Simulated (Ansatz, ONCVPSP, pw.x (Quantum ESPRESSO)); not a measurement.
# pw.x on bcc H: one setting changed

Potential: optimised norm-conserving Vanderbilt (ONCV), ONCVPSP 4.0.1.1 (patched build), LDA (Perdew-Wang 92); core none, reference 1s1; waves: 1s: rc 0.80 bohr, ncon 3, nbas 6, qcut 8.6 1/bohr, 2 projectors, debl 0.8 Ha; p scattering state at 0.2 Ha: rc 0.75 bohr, ncon 4, nbas 8, qcut 8.9 1/bohr, 2 projectors, debl 3.4 Ha; local part: polynomial inside 0.62 bohr (lpopt 4, dvloc0 2 Ha); core correction: none.

The reference run (k-mesh 18³, cutoffs 80/320 Ry, Fermi–Dirac 0.01 Ry, mixing_beta 0.4, conv_thr 1e-9, no spin) gives -2.93 GPa at 2.974 Å³/atom, where all-electron LAPW gives -2.42 GPa. This run, with its own iteration cap, changes input_dft to pbee, a wrong or extreme entry chosen on purpose.

```
&control
  calculation='scf', prefix='x', pseudo_dir='./', outdir='./tmp', tstress=.true., disk_io='none'
/
&system
  ibrav=0, nat=1, ntyp=1, ecutwfc=80, ecutrho=320, nbnd=7,
  occupations='smearing', smearing='fd', degauss=0.01, input_dft='pbee'
/
&electrons
  conv_thr=1e-09, mixing_beta=0.4, electron_maxstep=70
/
ATOMIC_SPECIES
H 1.0 H.UPF
CELL_PARAMETERS angstrom
  -0.90592795 0.90592795 0.90592795
  0.90592795 -0.90592795 0.90592795
  0.90592795 0.90592795 -0.90592795
ATOMIC_POSITIONS crystal
H 0.0000 0.0000 0.0000
K_POINTS automatic
18 18 18 0 0 0
```

```bash
pw.x < H.scf.in > H.scf.out
```

How does the run end?

It converges in 4 iterations; the free energy moves by +8.93 eV/atom and the pressure by +135.20 GPa. The name is a misspelling that pw.x reads only in part, so most of exchange and correlation is missing and the result is not meaningful.

```
Exchange-correlation= PBEE
     Message from routine setup:
     using ibrav=0 with symmetry is DISCOURAGED, use correct ibrav instead
     lattice parameter (alat)  =       2.9652  a.u.
     unit-cell volume          =      20.0695 (a.u.)^3
     number of electrons       =         1.00
     number of Kohn-Sham states=            7
     kinetic-energy cutoff     =      80.0000  Ry
     charge density cutoff     =     320.0000  Ry
     scf convergence threshold =      1.0E-09
     Exchange-correlation= PBEE
     number of k points=   195  Fermi-Dirac smearing, width (Ry)=  0.0100
     iteration #  1     ecut=    80.00 Ry     beta= 0.40
     total energy              =      -0.41591456 Ry
     estimated scf accuracy    <       0.00018152 Ry
     iteration #  2     ecut=    80.00 Ry     beta= 0.40
     total energy              =      -0.41587810 Ry
     estimated scf accuracy    <       0.00005700 Ry
     iteration #  3     ecut=    80.00 Ry     beta= 0.40
     total energy              =      -0.41588151 Ry
     estimated scf accuracy    <          2.5E-09 Ry
     iteration #  4     ecut=    80.00 Ry     beta= 0.40
     the Fermi energy is    15.5614 ev
!    total energy              =      -0.41588151 Ry
     estimated scf accuracy    <          1.3E-10 Ry
     smearing contrib. (-TS)   =      -0.00041591 Ry
     The total energy is F=E-TS. E is the sum of the following terms:
     one-electron contribution =       0.63679522 Ry
     hartree contribution      =       0.01295853 Ry
     xc contribution           =      -0.00233163 Ry
     ewald contribution        =      -1.06288773 Ry
     convergence has been achieved in   4 iterations
          total   stress  (Ry/bohr**3)                   (kbar)     P=     1322.71
     Message from routine punch:
     Nothing written, as per user request (disk_io='none')
```

The run took about 2.2 s on one core of a shared host (Intel(R) Xeon(R) 6975P-C, 32 threads, 248 GiB, load 9).
